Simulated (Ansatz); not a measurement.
`OC(O)=NP` + `[CH3][AlH][SiH3]` → `[SiH3][AlH][PH2]` + `CN=C(O)O`  (formal exchange of groups at a P–N bond)

Isolated molecules relaxed with PBE0-D4/def2-TZVP in Ansatz; ΔE leaves out vibrations. CBS: MP2 limit from def2 TZ/QZ plus the TZ coupled-cluster correction, frozen cores. DFT in def2-TZVPP. Each species was taken in one conformer, which may not be the lowest.

```tsv
species	r2SCAN energy (Eh)
`OC(O)=NP`	-587.03524
`[CH3][AlH][SiH3]`	-574.16896
`[SiH3][AlH][PH2]`	-876.81284
`CN=C(O)O`	-284.39010
```

Problem. Work out ΔE.

Solution. ΔE = (-876.81284) + (-284.39010) − (-587.03524) − (-574.16896) = 0.00126 Eh = +0.03 eV. CCSD(T)/CBS gives +0.02 eV.

Largest T1 diagnostic among the species: 0.014.
